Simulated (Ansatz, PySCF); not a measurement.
C3H6, SMILES C=CC. Atoms are numbered in the order given.

```xyz
9

C     -0.1660    -1.2289     0.0000
C      0.4571     0.1353     0.0000
C     -0.2178     1.2768     0.0000
H      0.1470    -1.7999     0.8796
H      0.1470    -1.7999    -0.8796
H     -1.2562    -1.1654     0.0000
H      1.5454     0.1673     0.0000
H     -1.3043     1.2910     0.0000
H      0.2884     2.2359     0.0000
```

Geometry optimised at ωB97X-D3(BJ)/def2-TZVP.

Two levels are set side by side: PBE-D3(BJ)/def2-TZVP (Ansatz, an electronic-structure program) and ωB97X-D3(BJ)/def2-TZVP (PySCF). Each level has its own optimised geometry; the coordinates shown are those of the second. Frequencies come from the Hessian of PySCF at each geometry. Differences are taken from unrounded values.

```
quantity                            ωB97X-D3(BJ)  PBE-D3(BJ)  PBE-D3(BJ) minus ωB97X-D3(BJ)
----------------------------------  ------------  ----------  -----------------------------
mean bond length (Å)                       1.171       1.177                          0.006
bond C1–C2 (Å)                             1.500       1.496                         -0.004
bond C2–C3 (Å)                             1.326       1.336                          0.010
bond C1–H4 (Å)                             1.094       1.102                          0.008
bond C1–H5 (Å)                             1.094       1.102                          0.008
bond C1–H6 (Å)                             1.092       1.099                          0.007
bond C2–H7 (Å)                             1.089       1.096                          0.007
bond C3–H8 (Å)                             1.087       1.093                          0.007
bond C3–H9 (Å)                             1.085       1.091                          0.006
highest harmonic wavenumber (cm⁻¹)          3243        3151                            -92
mean harmonic wavenumber (cm⁻¹)             1677        1616                            -62
zero-point energy (kcal/mol)               50.36       48.51                          -1.85
```

Exact exchange shortens and stiffens bonds; PBE has none. Differences between two approximate levels are no errors against the true value.
